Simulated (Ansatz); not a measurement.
Results of r²SCAN-D4 (plane waves, PAW; Ansatz, a program for electronic structure) for 1T (CdI2-type) TiTe₂.

Rigid layers of the crystal as relaxed at this level are moved apart or together:

```tsv
run	k mesh	layer repeat (Å)	energy against free layers (meV/Å²)	gap on the mesh (eV)
1	12×12×6	6.2	-12.42	0.000
2	12×12×6	6.35	-15.83	0.000
3	12×12×6	6.5	-17.46	0.000
4	12×12×6	6.7	-17.88	0.000
5	12×12×6	7	-16.76	0.000
6	12×12×6	7.5	-13.06	0.000
7	12×12×4	8.5	-6.53	0.000
8	12×12×4	10.5	-1.72	0.000
```

The lowest energy of these points lies at a layer repeat of 6.70 Å.

Spin–orbit coupling is not included.
